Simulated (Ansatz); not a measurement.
Isolated molecules relaxed with PBE0-D4/def2-TZVP in Ansatz; ΔE leaves out vibrations. CBS: def2 TZ/QZ extrapolation, frozen cores. DFT in def2-TZVPP. HSE06 is defined as in plane-wave codes. Each species was taken in one conformer, which may not be the lowest.

Reaction (hydrogenolysis of a B–O bond): `NBO` + H₂ → `BN` + H₂O

`NBO`:

Cartesian coordinates in Å:
```
N -0.235 -0.940 0.450
B -0.015 0.383 0.061
O 0.550 0.624 -1.165
H 0.004 -1.724 -0.133
H -0.644 -1.185 1.332
H -0.320 1.283 0.798
H 0.661 1.558 -1.341
```

H₂:

Z-matrix (Å, degrees):
```
H
H 1 0.746
```

`BN`:

Cartesian coordinates in Å:
```
B -0.514 0.378 -0.243
N 0.529 -0.389 0.250
H -1.205 -0.072 -1.111
H -0.697 1.470 0.211
H 1.148 -0.074 0.978
H 0.740 -1.313 -0.085
```

H₂O:

```xyz
3

O    -0.156    0.328    0.140
H     0.729    0.205   -0.209
H    -0.573   -0.533    0.070
```

| level | ΔE (kcal/mol) |
| --- | --- |
| r2SCANh-D4 | 24.3 |
| HSE06-D4 | 22.6 |
| ωB97X-V | 22.9 |
| BHLYP | 22.6 |
| CCSD(T)/def2-SVP | 25.6 |
| HF/cc-pV(D+d)Z | 21.7 |
| MP2/cc-pV(T+d)Z | 24.7 |
| HF/cc-pV(Q+d)Z | 21.8 |

(1) What does CCSD(T)/CBS give? (Estimate.)

(2) What do rigid-rotor, harmonic-oscillator terms from PBE0-D4/def2-TZVP frequencies (298.15 K, 1 bar) make of the CCSD(T)/CBS value? (An estimate is asked.)

Largest T1 diagnostic among the species: 0.012.

Answers

(1) Ansatz gave: +22.4 kcal/mol. The listed levels differ from it by 1.9, 0.2, 0.5, 0.2, 3.2, -0.7, 2.3, -0.6 kcal/mol.

(2) Computed: ΔZPE = +2.9 kcal/mol, ΔH = +25.2 kcal/mol, ΔS = 25 J/(mol·K), ΔG = +23.4 kcal/mol.

The D4 term adds +0.8 kcal/mol with B3LYP and +0.4 kcal/mol with PBE0; it sums over pairs of atoms, weighted by their polarisabilities, and B3LYP, whose exchange is more repulsive, gets the larger term. In def2-TZVPP, CCSD(T) changes the Hartree–Fock value by +0.8 kcal/mol (the triples alone add +0.5 kcal/mol) and MP2 by +1.9 kcal/mol.

B3LYP here is the variant with VWN-RPA as its local correlation; programs differ in this.
